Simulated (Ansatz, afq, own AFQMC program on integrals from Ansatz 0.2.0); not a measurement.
# Where AFQMC and coupled cluster stand for SiNH₃⁺, doublet

```xyz
5

Si    0.0000   -0.0298    0.5045
N     0.0000    0.1142   -1.0818
H     0.0000   -1.2620    1.3427
H     0.0000    1.2045    1.3150
H     0.0000   -0.7003   -1.6823
```

Connectivity, by distances: SiH2–NH.

Basis cc-pVTZ. Noble-gas cores (and the filled d shells of Ga–Kr and In–Xe) are frozen. Integrals, coupled cluster, full CI and functionals: Ansatz 0.2.0; the random walks run on the same integrals in our own AFQMC program. The CISD trial takes its coefficients from CCSD amplitudes. Released means that phaseless walkers are propagated on without the constraint, phases kept. ± is one standard error of the sampling.

Determinant: UHF, the one that the program's search chose, which needn't be the lowest solution. The geometry is a PBE0/def2-TZVP stationary point of this or a neighbouring charge and spin state.

No full CI on the walks' own integrals is used here. The released AFQMC energy serves as the reference, which it does only where one determinant dominates, the energy is flat over the last release times and near the phaseless one (40 meV or 2 meV an electron, half that with transition metals). On small molecules, where full CI could be run and the noise was under 10 meV, such values lay within 10 meV of it in 19 cases of 20, a flattering rate, since the rule was set on those same cases; what remains of the bias isn't in the error bar.

Cautions: the released value is read at 1.50 1/Eh (meV from the phaseless value at times in 1/Eh: 1 ± 4 at 0.24, -8 ± 3 at 0.50, -16 ± 6 at 1.00, -15 ± 7 at 1.50).

```
T1 diagnostic                               : 0.0238
weight of the determinant in the CISD state : 0.879
⟨S²⟩ of the determinant                     : 0.779
size of the correlated space                : 11 electrons in 100 orbitals
```

**Question.** Estimate: order these by the size of their error in total energy against AFQMC with the constraint released, smallest first.
A. CCSD(T)
B. CCSD
C. MP2
D. phaseless AFQMC with a CISD trial

**Answer.** D (0.36 ± 0.19 kcal/mol), A (1.27 ± 0.15 kcal/mol), B (7.82 ± 0.15 kcal/mol), C (27.94 ± 0.15 kcal/mol).

Reference: AFQMC with the constraint released, correlation energy -8.451 ± 0.007 eV.

A walk keeps the symmetry of its determinant, which the program's search chose and which needn't be the lowest solution, so a lower state of the same spin and another symmetry isn't excluded. Released energies are given only where the last usable release times agree within the noise; a slower fall can still hide under it.
